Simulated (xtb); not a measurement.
CHN, SMILES C#N. All values are semi-empirical tight-binding results from xtb (GFN2-xTB unless named), good for trends rather than for accurate numbers. Coordinates come from a GFN2-xTB optimisation.

Optimised geometry:

```xyz
3

C      0.0000     0.0000    -0.4932
N      0.0000     0.0000     0.6444
H      0.0000     0.0000    -1.5514
```
Charge 0, spin multiplicity 1.

Computed properties:
* **point group as xtb finds it**: C∞v
* **orbital gap**: 5.95 eV
* **dipole moment**: 2.62 D
* **zero-point energy**: 10.2 kcal/mol
* **G − E(el) at 298.15 K (modified RRHO)**: -1.9 kcal/mol
* **static polarisability (D4 model)**: 18.1 bohr³
* **solvation energy, GFN2-xTB/ALPB(water)**: -4.3 kcal/mol
* **solvation energy, GFN2-xTB/ALPB(hexane)**: -0.9 kcal/mol

Give the IR lines (harmonic; lines under 4 % of the strongest left out, lines within 3 cm⁻¹ merged). (The exact figures need the calculation; the answer reports its results.)

ν (cm⁻¹): 776 (vs), 2296 (vs), 3289 (m) (against the strongest line: vs over 80 %, s over 45 %, m over 15 %, w over 4 %, vw less)

Computed atomic charges and the Wiberg bond orders between heavy atoms:
charges (e) C1 0.08, N2 -0.16, H3 0.08. Bond orders C1–N2 2.99.
